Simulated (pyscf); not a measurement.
Thermochemistry of product channels of •H₂Si–Cl (SMILES [SiH2]Cl) + SiH₂ (SMILES [SiH2]) [singlet] on the doublet surface, in kJ/mol, from CCSD(T)/def2-TZVPP + ΔMP2(QZVPP) energies (ideal gas, 1 atm, RRHO with modes under 100 cm⁻¹ raised to 100, one conformer, R ln 2 for rigid chiral ones). Single points on ωB97X-D3(BJ)/def2-SVP structures (PySCF, gas phase). Correlated levels are frozen-core, on RHF or UHF. ΔMP2 is the change of the MP2 total energy from the triple- to the quadruple-zeta basis.

```
products                                   ΔE  ΔH(298 K)  ΔG(900 K)  ΔG(1200 K)
-------------------------------------  ------  ---------  ---------  ----------
H₃Si–SiH•–Cl (SMILES [SiH3][SiH]Cl)         ?     -234.6     -108.1       -68.7
•H₂Si–SiH₂–Cl (SMILES [SiH2][SiH2]Cl)  -245.8     -234.2     -107.1           ?
```

Task: Some entries are withheld; supply them.

Result: 
- H₃Si–SiH•–Cl (SMILES [SiH3][SiH]Cl), ΔE: -246.8
- •H₂Si–SiH₂–Cl (SMILES [SiH2][SiH2]Cl), ΔG(1200 K): -67.6

These are energies of the channels, which say nothing of barriers. The CCSD(T) − MP2 part came from Ansatz, without density fitting, on the same reference.
